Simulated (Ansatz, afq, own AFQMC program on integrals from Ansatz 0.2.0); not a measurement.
SiH3⁺, singlet in cc-pVDZ, levels against full CI

| atom | x (Å) | y (Å) | z (Å) |
| --- | --- | --- | --- |
| Si | 0.0422 | -0.0715 | 0.0002 |
| H | 1.5141 | -0.0573 | 0.0001 |
| H | -2.0085 | 3.4024 | -0.0078 |
| H | -0.6815 | -1.3533 | 0.0032 |

Basis cc-pVDZ. Only valence electrons are correlated. Ansatz 0.2.0 and our own AFQMC program on the same integrals; the CISD trial comes from CCSD amplitudes, and released means the phaseless constraint is let go. Error bars are statistical, one sigma.

Determinant: UHF, the one that the program's search chose, which needn't be the lowest solution. The geometry is a point of a scan.

Full CI on the same integrals is exact in this basis and with this determinant's frozen core.

Cautions: unrestricted determinant spin contaminated (⟨S²⟩ 1.00 against 0.00); the CCSDTQ amplitudes may be one of several solutions (largest double 0.78); the next higher spin lies close (full CI puts it 29 meV above).

```
T1 diagnostic                               : 0.0128
weight of the determinant in the CISD state : 0.945
⟨S²⟩ of the determinant                     : 1.000
size of the correlated space                : 6 electrons in 28 orbitals
```

```csv
level,correlation energy (eV)
MP2,-1.6705
CCSD,-2.2374
CCSD(T),-2.2745
```

Estimate where AFQMC with the constraint released lies against CCSD(T) on the same integrals.

2.7 ± 0.07 kJ/mol below CCSD(T).

Reference: full CI, correlation energy -2.302 eV. The released energy is read at 1.62 1/Eh, later times being too noisy (meV from the phaseless value at times in 1/Eh: -1.3 ± 1.0 at 0.24, -3.5 ± 1.1 at 0.51, -5.0 ± 0.8 at 0.99, -5.1 ± 0.8 at 1.62, -35 ± 30 at 2.40). The cautions show a poor starting determinant, so the rows tell how each method copes with it here, and full CI is the sure value.

```json
{"level": "CCSD(T)", "E − E(reference) (kJ/mol)": "2.7", "share of correlation (%)": "98.79"}
{"level": "CCSDT", "E − E(reference) (kJ/mol)": "0.9", "share of correlation (%)": "99.61"}
{"level": "CCSDT(Q)", "E − E(reference) (kJ/mol)": "0.6", "share of correlation (%)": "99.73"}
{"level": "CCSDTQ", "E − E(reference) (kJ/mol)": "0.0", "share of correlation (%)": "100.00"}
{"level": "ph-AFQMC/CISD", "E − E(reference) (kJ/mol)": "0.4 ± 0.1", "share of correlation (%)": "99.81"}
{"level": "released AFQMC", "E − E(reference) (kJ/mol)": "-0.1 ± 0.07", "share of correlation (%)": "100.03"}
```

CCSDT and higher add their correlation energy to the determinant of the CCSD(T) run, since their own runs factorise the integrals more tightly (a shift of under 2 meV). A walk keeps the symmetry of its determinant, which the program's search chose and which needn't be the lowest solution, so a lower state of the same spin and another symmetry isn't excluded. Released energies are given only where the last usable release times agree within the noise; a slower fall can still hide under it.
